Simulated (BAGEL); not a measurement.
# triplet CS2 at 5 levels

We compute a comparison of 5 runs (UHF/STO-3G, ROHF/6-31G*, UHF/6-31G*, ROHF/cc-pVTZ, UHF/cc-pVTZ) of triplet CS2. 

The results are computed with BAGEL 1.2.2.

1 further run of the same task is left out (set aside as unsound or not needed). Runs told in other sessions of the task aren't counted.

## Step 1: The structure to begin with

CS2: 3 atoms, total charge 0, spin state triplet. As SMILES of the parent species, `S=C=S`. The coordinates come from a PBE0-D4/def2-TZVP relaxation. That shape belongs to the parent species and isn't relaxed for this state.

Bond lengths: S1–C2 1.548 Å, C2–S3 1.548 Å. Angles: S1–C2–S3 180.0°.

## Step 2: The energy at UHF/STO-3G (density fitting with qzvpp-jkfit) (run 1)

The input, job.json:

```json
{ "bagel": [

{
  "title": "molecule",
  "basis": "sto-3g",
  "df_basis": "qzvpp-jkfit",
  "angstrom": true,
  "geometry": [
    { "atom": "S", "xyz": [    1.357000,   -0.156000,    0.729100 ] },
    { "atom": "C", "xyz": [    0.000000,    0.000000,    0.000000 ] },
    { "atom": "S", "xyz": [   -1.357000,    0.156000,   -0.729100 ] }
  ]
},
{
  "title": "uhf",
  "nopen": 2
},
{
  "title": "print",
  "file": "orbitals.molden",
  "orbitals": true
}

]}
```

Launch:

```console
BAGEL_NUM_THREADS=1 BAGEL job.json > job.out
```

The program printed:

```text
* using 1 threads per process

  ===============================================================
  ===============================================================

  *** Geometry ***

  { "atom" : "S", "xyz" : [      2.564358,     -0.294797,      1.377799 ] },
  { "atom" : "C", "xyz" : [      0.000000,      0.000000,      0.000000 ] },
  { "atom" : "S", "xyz" : [     -2.564358,      0.294797,     -1.377799 ] },

  Number of auxiliary basis functions:      331

  Since a DF basis is specified, we compute 2- and 3-index integrals:
    o Being stored without compression. Storage requirement is 0.001 GB

  Number of basis functions:       23
  Number of electrons      :       38

    * METHOD: MOLECULE                             0.07

  *** Open-shell HF ***

  === Nuclear Repulsion ===
   109.3662733863

      * DIIS with orbital gradients will be used.

  === UHF iteration (sto-3g) ===
      0       -823.57853170          0.01794793           0.02
      1       -823.60282078          0.00967169           0.02
      2       -823.61082429          0.00520847           0.02
      3       -823.61362035          0.00191506           0.02
      4       -823.61627638          0.00056818           0.02
      5       -823.61652647          0.00014024           0.02
      6       -823.61655366          0.00005790           0.02
      7       -823.61655878          0.00002245           0.02
      8       -823.61655965          0.00002084           0.02
      9       -823.61656010          0.00002097           0.02
     10       -823.61656032          0.00002091           0.02
     11       -823.61656107          0.00002091           0.02
     12       -823.61656112          0.00002091           0.02
     13       -823.61656481          0.00002065           0.02
     14       -823.61657996          0.00002096           0.02
     15       -823.61658411          0.00001446           0.02
     16       -823.61658892          0.00003452           0.02
     17       -823.61658890          0.00003813           0.02
     18       -823.61658948          0.00000668           0.02
     19       -823.61658893          0.00000955           0.02
     20       -823.61658949          0.00000388           0.02
     21       -823.61658960          0.00000071           0.02
     22       -823.61658960          0.00000029           0.02
     23       -823.61658960          0.00000028           0.02
     24       -823.61658960          0.00000009           0.02
     25       -823.61658960          0.00000005           0.02
     26       -823.61658960          0.00000002           0.02
     27       -823.61658960          0.00000001           0.02
    * SCF iteration converged.

    * S^2 (UHF) is 2.1501

    * Permanent dipole moment:
           (    0.000000,    -0.000000,     0.000000) a.u.

    * METHOD: UHF                                  0.55

    * METHOD: PRINT                                0.00

  ===============================================================
```

Wall time 0.75 s (1 thread of Arm Neoverse V1, shared host).

## Step 3: A single-point energy at ROHF/6-31G(d) (density fitting with qzvpp-jkfit, spherical functions) (run 2)

The input, hf.json:

```json
{ "bagel": [

{
  "title": "molecule",
  "basis": "6-31gs.json",
  "df_basis": "qzvpp-jkfit",
  "angstrom": true,
  "geometry": [
    { "atom": "S", "xyz": [       1.357000,      -0.156000,       0.729100 ] },
    { "atom": "C", "xyz": [       0.000000,       0.000000,       0.000000 ] },
    { "atom": "S", "xyz": [      -1.357000,       0.156000,      -0.729100 ] }
  ]
},

{ "title": "rohf", "charge": 0, "nopen": 2 },

{ "title": "print", "file": "orbitals.molden", "orbitals": true }

]}
```

The basis set 6-31G* is read from a file made from the Basis Set Exchange's data (not shown).

Launch:

```console
BAGEL_NUM_THREADS=1 BAGEL hf.json > hf.out
```

The program printed:

```text
* using 1 threads per process

  ===============================================================
  ===============================================================

  *** Geometry ***

  { "atom" : "S", "xyz" : [      2.564358,     -0.294797,      1.377799 ] },
  { "atom" : "C", "xyz" : [      0.000000,      0.000000,      0.000000 ] },
  { "atom" : "S", "xyz" : [     -2.564358,      0.294797,     -1.377799 ] },

  Number of auxiliary basis functions:      331

  Since a DF basis is specified, we compute 2- and 3-index integrals:
    o Being stored without compression. Storage requirement is 0.007 GB

  Number of basis functions:       50
  Number of electrons      :       38

    * METHOD: MOLECULE                             0.09

  *** Open-shell HF ***

  === Nuclear Repulsion ===
   109.3662733863

      * DIIS with orbital gradients will be used.

  === ROHF iteration (6-31gs.json) ===
      0       -832.73403365          0.01614234           0.04
      1       -832.75983290          0.00628295           0.04
      2       -832.76438432          0.00374283           0.04
      3       -832.76600866          0.00176089           0.04
      4       -832.76755284          0.00099871           0.04
      5       -832.76901352          0.00059735           0.04
      6       -832.76970141          0.00041287           0.04
      7       -832.77015439          0.00017838           0.04
      8       -832.77025396          0.00008365           0.04
      9       -832.77027144          0.00002956           0.04
     10       -832.77026649          0.00000911           0.04
     11       -832.77026829          0.00000232           0.04
     12       -832.77026760          0.00000087           0.04
     13       -832.77026759          0.00000031           0.05
     14       -832.77026758          0.00000020           0.04
     15       -832.77026758          0.00000012           0.04
     16       -832.77026757          0.00000007           0.04
     17       -832.77026757          0.00000002           0.04
     18       -832.77026757          0.00000001           0.04
    * SCF iteration converged.

    * S^2 (ROHF) is 2.0000

    * Permanent dipole moment:
           (    0.000000,    -0.000000,     0.000000) a.u.

    * METHOD: ROHF                                 0.87

    * METHOD: PRINT                                0.01

  ===============================================================
```

Wall time 1.1 s (1 thread of Arm Neoverse V1, shared host).

Runs 3 to 4 aren't shown in full; the table further down has their settings and results.

## Step 4: The energy at UHF/cc-pVTZ (density fitting with qzvpp-jkfit) (run 5)

The input, input.json:

```json
{ "bagel": [

{
  "title": "molecule",
  "basis": "cc-pvtz.json",
  "df_basis": "qzvpp-jkfit",
  "angstrom": true,
  "geometry": [
    { "atom": "S", "xyz": [       1.357000,      -0.156000,       0.729100 ] },
    { "atom": "C", "xyz": [       0.000000,       0.000000,       0.000000 ] },
    { "atom": "S", "xyz": [      -1.357000,       0.156000,      -0.729100 ] }
  ]
},

{ "title": "uhf", "nopen": 2 },

{ "title": "print", "file": "orbitals.molden", "orbitals": true }

]}
```

The basis set cc-pVTZ is read from a file made from the Basis Set Exchange's data (not shown).

Launch:

```console
BAGEL_NUM_THREADS=1 BAGEL input.json > input.out
```

The program printed:

```text
* using 1 threads per process

  ===============================================================
  ===============================================================

  *** Geometry ***

  { "atom" : "S", "xyz" : [      2.564358,     -0.294797,      1.377799 ] },
  { "atom" : "C", "xyz" : [      0.000000,      0.000000,      0.000000 ] },
  { "atom" : "S", "xyz" : [     -2.564358,      0.294797,     -1.377799 ] },

  Number of auxiliary basis functions:      331

  Since a DF basis is specified, we compute 2- and 3-index integrals:
    o Being stored without compression. Storage requirement is 0.025 GB

  Number of basis functions:       98
  Number of electrons      :       38

    * METHOD: MOLECULE                             0.13

  *** Open-shell HF ***

  === Nuclear Repulsion ===
   109.3662733863

      * DIIS with orbital gradients will be used.

  === UHF iteration (cc-pvtz.json) ===
      0       -832.81803559          0.01211269           0.09
      1       -832.85896897          0.00509222           0.09
      2       -832.86593448          0.00281033           0.09
      3       -832.86777738          0.00132483           0.09
      4       -832.86892802          0.00057864           0.10
      5       -832.86924847          0.00024754           0.09
      6       -832.86934532          0.00013239           0.09
      7       -832.86938050          0.00012140           0.09
      8       -832.86948307          0.00010024           0.09
      9       -832.86967592          0.00005728           0.09
     10       -832.86971655          0.00003812           0.09
     11       -832.86973234          0.00000897           0.09
     12       -832.86973323          0.00000387           0.10
     13       -832.86973340          0.00000225           0.09
     14       -832.86973346          0.00000127           0.09
     15       -832.86973349          0.00000064           0.09
     16       -832.86973350          0.00000026           0.10
     17       -832.86973350          0.00000011           0.09
     18       -832.86973350          0.00000007           0.10
     19       -832.86973350          0.00000004           0.10
     20       -832.86973350          0.00000003           0.10
     21       -832.86973350          0.00000002           0.10
     22       -832.86973350          0.00000001           0.10
     23       -832.86973350          0.00000001           0.10
    * SCF iteration converged.

    * S^2 (UHF) is 2.0345

    * Permanent dipole moment:
           (   -0.000000,     0.000000,    -0.000000) a.u.

    * METHOD: UHF                                  2.41

    * METHOD: PRINT                                0.02

  ===============================================================
```

Run time: 2.7 s. Hardware: 1 thread of Arm Neoverse V1, shared host.

## Step 5: The series

```csv
run,level,energy (Eh),dipole moment (D),⟨S²⟩,wall time
1,UHF/STO-3G (density fitting with qzvpp-jkfit),-823.616590,0.00,2.150,0.75 s
2,"ROHF/6-31G* (density fitting with qzvpp-jkfit, spherical functions)",-832.770268,0.00,2.000,1.1 s
3,"UHF/6-31G* (density fitting with qzvpp-jkfit, spherical functions)",-832.779537,0.00,2.024,1.2 s
4,ROHF/cc-pVTZ (density fitting with qzvpp-jkfit),-832.857819,0.00,2.000,2.3 s
5,UHF/cc-pVTZ (density fitting with qzvpp-jkfit),-832.869734,0.00,2.034,2.7 s
```

## Step 6: Results

```
            quantity          value
 run 5: total energy  -832.86973 Eh
run 5: dipole moment         0.00 D
         run 5: ⟨S²⟩          2.034
```

What this shows: In run 1 the basis is minimal, so the values are rough. Spin contamination of the reference: run 1 ⟨S²⟩ = 2.15. All runs together took 8.1 s, the longest 2.7 s.
